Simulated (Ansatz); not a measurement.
# One structure, 4 elements: Sb2C3, Si3Sb2, Ge3Sb2, Sn3Sb2

Plane-wave DFT in Ansatz with scalar-relativistic PAW potentials, cutoff 420 eV, Γ-centred meshes chosen by cell and gap, Gaussian smearing with energies taken to zero width. Every cell was relaxed (cell and atoms) in a run of its own, within the symmetry of its start. Functional: PBE.

All members share space group R-3m and the same sites; only the element on one set of sites changes (C, Si, Ge, Sn). Members needn't be the stable form of their composition. Energies over the elements, where given, are against the elements' standard states in the same functional (H₂, N₂, O₂ and halogens uncorrected, Hg as a solid). The first member:

Space group R-3m:H (No. 166). a = 3.412 Å, b = 3.412 Å, c = 20.429 Å, α = 90.00°, β = 90.00°, γ = 120.00°
```
atom site symmetry x y z
  Sb    6c        3m  0.6667  0.3333  0.7405
   C    3a       -3m  0.0000  0.0000  0.0000
   C    6c        3m  0.3333  0.6667  0.8789
```

How do size, gap and binding change down the group?

| compound | V (Å³/atom) | a (Å) | c (Å) | energy over elements (eV/atom) |
| --- | --- | --- | --- | --- |
| Sb2C3 | 13.73 | 3.412 | 20.429 | 2.044 |
| Si3Sb2 | 21.37 | 3.890 | 24.458 | 0.295 |
| Ge3Sb2 | 23.89 | 4.092 | 24.719 | 0.163 |
| Sn3Sb2 | 30.35 | 4.430 | 26.792 | -0.003 |

Over the series the volume grows at each step down the group; all are metallic on the mesh; binding against the elements strengthens.

Spin-orbit coupling is left out, which matters for the bands of heavy elements.